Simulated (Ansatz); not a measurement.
A calculation on hcp Sc returned lattice constant a 3.340 Å, lattice parameter c 5.173 Å, equilibrium volume per atom 24.99 Å³/atom, bulk modulus 51.9 GPa, cohesive energy 3.23 eV/atom.

For reference: lattice constant a 3.309 Å (measured, 293 K, no zero-point or thermal correction; as tabulated in Wikipedia's data pages); lattice parameter c 5.268 Å (measured, 293 K, not corrected to a static lattice; as tabulated in Wikipedia's data pages); equilibrium volume per atom 24.77 Å³/atom (measured, copied from a table, unchecked, extrapolated to 0 K and zero-point effects removed; as tabulated in Lejaeghere et al. (2013), arXiv:1204.2733); bulk modulus 55.6 GPa (measured, zero-point energy and finite temperature contributions removed, our sources range from 44.5 to 55.6; as tabulated in doi:10.1021/acs.jctc.3c00612); cohesive energy 3.93 eV/atom (measured, static lattice: zero-point vibration energy added; as tabulated in Mejia-Rodriguez and Trickey (2018), arXiv:1807.09216).

Q: Which level of theory produced these numbers?
A. revPBE (Ansatz, a first-principles code)
B. BLYP (Ansatz)
C. LDA (Ansatz)
D. r²SCAN (Ansatz)

A: B, BLYP (Ansatz)

The others give: LDA 3.230 Å, 4.988 Å, 22.53 Å³/atom, 61.6 GPa, 4.89 eV/atom; r²SCAN 3.330 Å, 5.192 Å, 24.92 Å³/atom, 54.9 GPa, 3.99 eV/atom; revPBE 3.348 Å, 5.223 Å, 25.36 Å³/atom, 51.4 GPa, 3.79 eV/atom.

Unless a cell is named, each level is at its own relaxed cell (BLYP 24.99, LDA 22.53, r²SCAN 24.93, revPBE 25.36 Å³/atom).

The crystal itself was run without spin with LDA, r²SCAN, revPBE, BLYP; a magnetic state was not tried in these runs.

Ansatz's density-functional and Hartree–Fock values are scalar-relativistic unless marked +SOC, with PAW data made under PBE.
